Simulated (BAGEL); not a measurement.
# SiH3F (SiFH3): RI-MP2/def2-TZVPP (density fitting with qzvpp-jkfit)

What is the energy change on altering one bond length of SiH3F (SiFH3) at RI-MP2/def2-TZVPP (density fitting with qzvpp-jkfit)? 

The calculation is run with BAGEL 1.2.2.

1 further run of the same task is left out (it didn't finish).

### 1 The molecule

SiH3F: 5 atoms, total charge 0, spin state singlet. SMILES: `[H][Si]([H])([H])F`. Geometry: relaxed at GFN2-xTB.

Bond lengths: Si1–F2 1.606 Å, Si1–H3 1.454 Å, Si1–H4 1.454 Å, Si1–H5 1.454 Å. Angles: F2–Si1–H3 105.1°, F2–Si1–H4 105.2°, F2–Si1–H5 105.1°, H3–Si1–H4 113.4°, H3–Si1–H5 113.5°, H4–Si1–H5 113.4°.

### 2 A single-point energy at RI-MP2/def2-TZVPP (density fitting with qzvpp-jkfit)

Input file mp2.json:

```json
{ "bagel" : [

{
  "title" : "molecule",
  "basis" : "tzvpp",
  "df_basis" : "qzvpp-jkfit",
  "angstrom" : true,
  "geometry" : [
    { "atom" : "Si", "xyz" : [      -0.000700,       0.001210,      -0.093590 ] },
    { "atom" : "F", "xyz" : [       0.010860,      -0.019140,       1.511980 ] },
    { "atom" : "H", "xyz" : [       1.400270,       0.011030,      -0.482220 ] },
    { "atom" : "H", "xyz" : [      -0.709280,       1.218920,      -0.453380 ] },
    { "atom" : "H", "xyz" : [      -0.701150,      -1.212020,      -0.482790 ] }
  ]
},

{
  "title" : "hf"
},

{
  "title" : "mp2",
  "ncore" : 6
}

]}
```

On the command line:

```
BAGEL_NUM_THREADS=1 BAGEL mp2.json > mp2.out
```

Standard output:

```text
* using 1 threads per process

  ===============================================================
  ===============================================================

  *** Geometry ***

  { "atom" : "Si", "xyz" : [     -0.001323,      0.002287,     -0.176859 ] },
  { "atom" : "F", "xyz" : [      0.020522,     -0.036169,      2.857228 ] },
  { "atom" : "H", "xyz" : [      2.646127,      0.020844,     -0.911264 ] },
  { "atom" : "H", "xyz" : [     -1.340345,      2.303425,     -0.856764 ] },
  { "atom" : "H", "xyz" : [     -1.324981,     -2.290386,     -0.912341 ] },

  Number of auxiliary basis functions:      259

  Since a DF basis is specified, we compute 2- and 3-index integrals:
    o Being stored without compression. Storage requirement is 0.027 GB

  Number of basis functions:      115
  Number of electrons      :       26

    * METHOD: MOLECULE                             0.31

  *** RHF ***

  === Nuclear Repulsion ===
    63.3395690178

      * DIIS with orbital gradients will be used.

  === RHF iteration (tzvpp) ===
      0       -390.08235944          0.01789671           0.07
      1       -390.17036800          0.01232338           0.07
      2       -390.22959332          0.00127376           0.06
      3       -390.23059108          0.00013559           0.06
      4       -390.23060240          0.00003098           0.06
      5       -390.23060299          0.00000574           0.06
      6       -390.23060301          0.00000095           0.08
      7       -390.23060301          0.00000016           0.08
      8       -390.23060301          0.00000003           0.06
      9       -390.23060301          0.00000001           0.07
    * SCF iteration converged.

    * Permanent dipole moment:
           (    0.005158,    -0.008993,     0.695617) a.u.

    * METHOD: HF                                   0.94

  *** RHF ***

  === Nuclear Repulsion ===
    63.3395690178

      * DIIS with orbital gradients will be used.

  === RHF iteration (tzvpp) ===
      0       -390.23060301          0.00000000           0.06
    * SCF iteration converged.

    * Permanent dipole moment:
           (    0.005158,    -0.008993,     0.695617) a.u.

  === DF-MP2 calculation ===

    * freezing 6 orbitals
    * 3-index integral transformation done
    * assembly done

      MP2 correlation energy:   -0.3816101196      0.04

      MP2 total energy:       -390.6122131295

    * METHOD: MP2                                  0.20

  ===============================================================
```

It took 2.1 s on 1 thread of Intel Xeon at 2.50GHz (Skylake/Cascade Lake), shared host.

### 3 The distorted shape, same level

Input file calc.json:

```json
{ "bagel": [

{
  "title": "molecule",
  "basis": "tzvpp",
  "df_basis": "qzvpp-jkfit",
  "angstrom": "true",
  "geometry": [
    { "atom": "Si", "xyz": [   -1.681868,   -0.010574,    0.372767 ] },
    { "atom": "F", "xyz": [   -1.670308,   -0.030924,    1.978337 ] },
    { "atom": "H", "xyz": [    1.400270,    0.011030,   -0.482220 ] },
    { "atom": "H", "xyz": [   -2.390448,    1.207136,    0.012977 ] },
    { "atom": "H", "xyz": [   -2.382318,   -1.223804,   -0.016433 ] }
  ]
},
{
  "title": "hf",
  "charge": 0
},
{
  "title": "mp2",
  "charge": 0,
  "ncore": 6
}

]}
```

On the command line:

```
BAGEL_NUM_THREADS=1 BAGEL calc.json > calc.out
```

Standard output:

```text
* using 1 threads per process

  ===============================================================
  ===============================================================

  *** Geometry ***

  { "atom" : "Si", "xyz" : [     -3.178270,     -0.019982,      0.704428 ] },
  { "atom" : "F", "xyz" : [     -3.156425,     -0.058438,      3.738515 ] },
  { "atom" : "H", "xyz" : [      2.646127,      0.020844,     -0.911264 ] },
  { "atom" : "H", "xyz" : [     -4.517292,      2.281156,      0.024523 ] },
  { "atom" : "H", "xyz" : [     -4.501929,     -2.312654,     -0.031054 ] },

  Number of auxiliary basis functions:      259

  Since a DF basis is specified, we compute 2- and 3-index integrals:
    o Being stored without compression. Storage requirement is 0.027 GB

  Number of basis functions:      115
  Number of electrons      :       26

    * METHOD: MOLECULE                             0.30

  *** RHF ***

  === Nuclear Repulsion ===
    59.6399837700

      * DIIS with orbital gradients will be used.

  === RHF iteration (tzvpp) ===
      0       -389.87858032          0.01802868           0.06
      1       -389.96381277          0.01308789           0.07
      2       -390.03192264          0.00112007           0.06
      3       -390.03300610          0.00022010           0.06
      4       -390.03304261          0.00005519           0.06
      5       -390.03304629          0.00001790           0.06
      6       -390.03304660          0.00000464           0.06
      7       -390.03304663          0.00000118           0.07
      8       -390.03304663          0.00000040           0.07
      9       -390.03304663          0.00000018           0.07
     10       -390.03304663          0.00000003           0.06
     11       -390.03304663          0.00000001           0.06
    * SCF iteration converged.

    * Permanent dipole moment:
           (    1.345341,     0.000669,     0.294792) a.u.

    * METHOD: HF                                   1.03

  *** RHF ***

  === Nuclear Repulsion ===
    59.6399837700

      * DIIS with orbital gradients will be used.

  === RHF iteration (tzvpp) ===
      0       -390.03304663          0.00000000           0.06
    * SCF iteration converged.

    * Permanent dipole moment:
           (    1.345340,     0.000669,     0.294792) a.u.

  === DF-MP2 calculation ===

    * freezing 6 orbitals
    * 3-index integral transformation done
    * assembly done

      MP2 correlation energy:   -0.4022178160      0.04

      MP2 total energy:       -390.4352644461

    * METHOD: MP2                                  0.20

  ===============================================================
```

Wall time 2.1 s (1 thread of Intel Xeon at 2.50GHz (Skylake/Cascade Lake), shared host).

### 4 Results

Level: RI-MP2/def2-TZVPP (density fitting with qzvpp-jkfit), 6 core orbitals frozen.

```
                                                          quantity          value
                                         first shape: total energy  -390.61221 Eh
          first shape: correlation energy (6 core orbitals frozen)     -381.6 mEh
                                     distorted shape: total energy  -390.43526 Eh
      distorted shape: correlation energy (6 core orbitals frozen)     -402.2 mEh
energy change with the Si1–H3 bond stretched from 1.454 to 3.199 Å       4.815 eV
```

In words: One bond (distorted shape) is far stretched, which a spin-restricted single reference describes badly; perturbation theory on it can break down and give far too much correlation. With the Si1–H3 bond stretched from 1.454 to 3.199 Å the energy rises by 4.82 eV (111 kcal/mol). The first shape isn't relaxed at this level, so the change isn't measured from a minimum. A restricted reference can't describe the breaking bond well at this length.
